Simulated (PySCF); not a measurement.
C₃H₈N (doublet state).
Atom-mapped SMILES: `[CH3:1][CH2:2][CH2:3][NH:4]` (hydrogens: H5, H6, H7 on C1; H8, H9 on C2; H10, H11 on C3; H12 on N4)

Cartesian coordinates in Å at the PBE0-D3(BJ)/def2-SVP level; atoms count from 1:
```
atom  x, y, z in Å
C1    -1.5138   -0.1199    0.1619
C2    -0.0842   -0.4965   -0.1881
C3     0.9234    0.6059    0.1150
N4     2.2994    0.3562   -0.1749
H5    -1.8438    0.7673   -0.4024
H6    -1.6140    0.1169    1.2335
H7    -2.2158   -0.9363   -0.0639
H8    -0.0151   -0.7533   -1.2604
H9     0.2103   -1.4058    0.3657
H10    0.6357    1.5394   -0.4166
H11    0.8540    0.9025    1.1838
H12    2.3663   -0.5779   -0.6056
```

The hyperfine couplings belong to this conformer and change with its torsions.

Method: UKS B3LYP, IGLO-III on C N, pcH-1 on H, non-relativistic, mean-field spin-orbit, GIAO in PySCF. Isolated species at its PBE0-D3(BJ)/def2-SVP geometry (one conformer only).

Count the α and β electrons and give S(S+1).

33 electrons with 2S = 1: 17 α and 16 β; S(S+1) = 0.75.

Mulliken spin populations, one withheld:

```
atom          bound to  population
  C1    C2, H5, H6, H7     -0.0018
  C2    C1, C3, H8, H9     +0.0055
  C3  C2, N4, H10, H11     -0.0989
  N4           C3, H12           ?
  H5                C1     +0.0003
  H6                C1     +0.0003
  H7                C1     -0.0003
  H8                C2     +0.0010
  H9                C2     +0.0013
 H10                C3     +0.0725
 H11                C3     +0.0653
 H12                N4     -0.0409
```

Fill in the missing population.

1 − (0.0043) gives +0.996, since all populations sum to 2S.

Sum the populations by element and by sign.

Nitrogen +1.00, hydrogen +0.10, carbon -0.10. The positive populations sum to 1.14, the negative ones to -0.14.

The run gives ⟨S²⟩ = 0.7540. What does that say of the overlap of α and β orbitals, and of the weight of higher spin?

Σ|⟨iα|jβ⟩|² over occupied orbitals = Nβ − [⟨S²⟩ − S(S+1)] = 16 − 0.0040 = 15.9960. If the quartet state (S + 1) were the only admixture, its weight would be 0.0040/(2S + 2) = 0.13 %.

What Fermi-contact NMR shifts do the couplings of C1, C2, C3, N4, H5/H6/H7, H8/H9 imply at 298 K (Curie law, g = gₑ)?

δ = a_FC·h·gₑ μB S(S+1)/(3 g_N μN kT), with k/h = 20836.6 MHz/K:

| nuclei | isotope | a_FC (MHz) | g_N | contact shift (ppm) |
| --- | --- | --- | --- | --- |
| C1 | 13C | -1.37 | 1.4048 | -144 |
| C2 | 13C | -2.09 | 1.4048 | -220 |
| C3 | 13C | -34.12 | 1.4048 | -3595 |
| N4 | 14N | 30.69 | 0.4038 | +11251 |
| H5/H6/H7 | 1H | 0.50 | 5.5857 | +13 |
| H8/H9 | 1H | -1.20 | 5.5857 | -32 |

The sign follows the spin density at the nucleus: positive density means a positive shift. Entries for several nuclei are means.

Class means assume fast exchange of nuclei equivalent by connectivity; if that motion is slow, each nucleus keeps its own coupling.

β density exceeds α density at some nuclei, such as C3 (-0.0304), H12 (-0.0136) and C2 (-0.0019), spin density in bohr⁻³. In a single determinant that takes different orbitals for the two spins, that is spin polarisation.

Time: 20 s of wall time. Hardware: one thread of an Arm Neoverse V1, on a shared host.
